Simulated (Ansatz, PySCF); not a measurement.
System: N2O, net charge 0, singlet state. 
Structure (B3LYP-D3(BJ)/def2-TZVP (Ansatz, an electronic-structure program) minimum search):
```xyz
3

N      0.0000     0.0000    -1.1943
N      0.0000     0.0000    -0.0734
O      0.0000     0.0000     1.1093
```
Charge 0, spin multiplicity 1.

Total electronic energies in hartree. Correlated levels leave the core frozen unless marked. Spin-orbit coupling is left out. Non-relativistic. CBS(X,Y): correlation extrapolated as X^-3; Hartree-Fock from the larger set. [CCSD(T)-MP2]/basis is that difference in the basis named.

```tsv
level	program	energy (Eh)
HF/6-31G*	Ansatz	-183.67759
HF/def2-TZVPD	PySCF	-183.75979
RI-HF/cc-pVQZ	Ansatz	-183.76433
PBE/def2-TZVPD	Ansatz	-184.56980
revPBE-D3(BJ)/def2-TZVPD	Ansatz + dftd3	-184.71741
TPSS-D4/def2-TZVPD	PySCF + dftd4	…
B3LYP-D4/def2-TZVPD	Ansatz + dftd4	…
PBE0/def2-SVP	Ansatz	-184.32635
PW6B95-D4/def2-TZVPD	PySCF + dftd4	-184.95726
HSE06-D4/def2-TZVPD	Ansatz + dftd4	-184.53894
CAM-B3LYP-D3(BJ)/def2-TZVPD	Ansatz + dftd3	-184.67465
B2PLYP-D4/def2-TZVPD	Ansatz + dftd4	-184.63000
B2PLYP/def2-TZVPD	Ansatz	-184.62932
PBE-QIDH/def2-TZVPD	Ansatz	…
RPA@PBE/cc-pVTZ	Ansatz	-184.64728
MP2/6-31G	Ansatz	-183.94669
MP2/cc-pVQZ	Ansatz	-184.44910
CCSD(T)/6-31G	Ansatz	-183.93934
CCSD(T)/cc-pVDZ	Ansatz	-184.23209
CCSD(T)/cc-pVTZ	Ansatz	-184.40680
CCSD(T)/cc-pVQZ	Ansatz	-184.46145
RI-MP2/CBS(aug-cc-pVTZ,aug-cc-pVQZ)+[CCSD(T)-MP2]/aug-cc-pVDZ	Ansatz	-184.4967
CCSD(T)/CBS(aug-cc-pVTZ,aug-cc-pVQZ)	Ansatz	-184.4920
```

### Question
What belongs in the gaps?

### Answer

- TPSS-D4/def2-TZVPD, energy (Eh): -184.78209
- B3LYP-D4/def2-TZVPD, energy (Eh): -184.74615
- PBE-QIDH/def2-TZVPD, energy (Eh): -184.51317
